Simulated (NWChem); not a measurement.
System: ethanol (C2H6O); SMILES CCO

NWChem input:

```
start job
memory heap 200 mb stack 900 mb global 1100 mb
geometry units angstroms noautosym nocenter noautoz
  C      0.248698    -1.203641     0.033018
  C     -0.541542     0.090016    -0.018908
  O      0.265684     1.233055     0.084748
  H     -0.416728    -2.080766     0.008403
  H      0.852809    -1.250118     0.951796
  H      0.934462    -1.285843    -0.827244
  H     -1.165352     0.112434    -0.936439
  H     -1.242518     0.134033     0.830254
  H      0.876841     1.231942    -0.659191
end
basis spherical
  * library 6-31g*
end
dft
  xc b3lyp
  iterations 150
end
property
  efieldgrad
end
task dft property
```

All runs use the structure optimised with PBE0/def2-SVP.

Vzz is the largest principal value of the second derivative of the potential at the nucleus (NWChem prints the opposite sign); η is the asymmetry. Non-relativistic.

Atoms are numbered as in the input.

**Question.** What results follow from this input? (B3LYP/6-31G* (spherical d).) Quantities: Vzz O3 (a.u.); η O3.

**Answer.** Vzz O3 (a.u.): -1.858
η O3: 0.85
